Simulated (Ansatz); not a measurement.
**CH₆NSi+ (SMILES C1[NH2+][SiH2]1): one structure at several levels**

The task here is to estimate one member of a computed series from the others.

The runs use Ansatz 0.2.0, Gaussian basis; single points in def2-TZVPP.

Correlated methods freeze the cores.

## The system as given

SMILES `C1[NH2+][SiH2]1`, 9 atoms, charge 1, spin multiplicity 1.

Atoms are counted from 1 here; the program's logs count them from 0.

Bond lengths: C1–N2 1.375 Å, C1–Si3 1.697 Å, C1–H4 1.302 Å, C1–H5 1.160 Å, N2–Si3 1.749 Å, N2–H6 1.024 Å, N2–H7 0.959 Å, Si3–H8 1.663 Å, Si3–H9 1.355 Å. Angles: N2–C1–Si3 68.5°, N2–C1–H4 113.0°, N2–C1–H5 116.7°, Si3–C1–H4 131.4°, Si3–C1–H5 124.2°, H4–C1–H5 99.3°, C1–N2–Si3 64.5°, C1–N2–H6 122.3°, C1–N2–H7 122.1°, Si3–N2–H6 128.8°, Si3–N2–H7 110.6°, H6–N2–H7 105.1°, C1–Si3–N2 47.0°, C1–Si3–H8 109.3°, C1–Si3–H9 129.6°, N2–Si3–H8 100.7°, N2–Si3–H9 111.4°, H8–Si3–H9 120.3°.

Geometry (Å):

```
atom    x (Å)    y (Å)    z (Å)
  C1  -0.6230   0.2103  -0.5591
  N2   0.6940   0.3286  -0.1827
 Si3  -0.3394  -0.5166   0.9478
  H4  -0.7674  -0.3004  -1.7479
  H5  -1.2140   1.1973  -0.7059
  H6   1.4607  -0.0413  -0.7523
  H7   1.0417   1.1304   0.2125
  H8   0.1665  -2.0838   0.7147
  H9  -0.2861   0.0431   2.1804
```

The first run:

Input file run/in.yaml:

```yaml
crystal:
  periodic: [false, false, false]
  atoms:
    - {symbol: C, position_ang: [-0.623000, 0.210300, -0.559100]}
    - {symbol: N, position_ang: [0.694000, 0.328600, -0.182700]}
    - {symbol: Si, position_ang: [-0.339400, -0.516600, 0.947800]}
    - {symbol: H, position_ang: [-0.767400, -0.300400, -1.747900]}
    - {symbol: H, position_ang: [-1.214000, 1.197300, -0.705900]}
    - {symbol: H, position_ang: [1.460700, -0.041300, -0.752300]}
    - {symbol: H, position_ang: [1.041700, 1.130400, 0.212500]}
    - {symbol: H, position_ang: [0.166500, -2.083800, 0.714700]}
    - {symbol: H, position_ang: [-0.286100, 0.043100, 2.180400]}
basis:
  gaussian: {orbitals: def2-TZVPP}
total_charge: 1
correlation: {method: ccsd_t}
output: {forces: true}
```

The command line of these runs was not kept.

Among the steps run: CCSD(T)/def2-TZVPP; PBE0-D4/def2-TZVPP; wB97M-V/def2-TZVPP; r2SCAN-D4/def2-TZVPP; PBE-D4/def2-TZVPP; BLYP-D4/def2-TZVPP; B97M-V/def2-TZVPP.

One table of the session follows, with a row left open; its other results are not shown here.

| method | RMS force component (eV/Å) | angle to CCSD(T) forces (°) |
| --- | --- | --- |
| CCSD(T) | 3.138 | reference |
| PBE0-D4 | ? | ? |
| wB97M-V | 3.057 | 1.4 |
| r2SCAN-D4 | 3.001 | 2.1 |
| PBE-D4 | 2.960 | 4.0 |
| BLYP-D4 | 3.009 | 3.2 |
| B97M-V | 2.966 | 2.4 |

Estimate the missing values for PBE0-D4.

**Answer.** RMS force component (eV/Å): 2.986; angle to CCSD(T) forces (°): 2.8. In the column «RMS force component (eV/Å)» it lies between B97M-V (2.966) and r2SCAN-D4 (3.001).
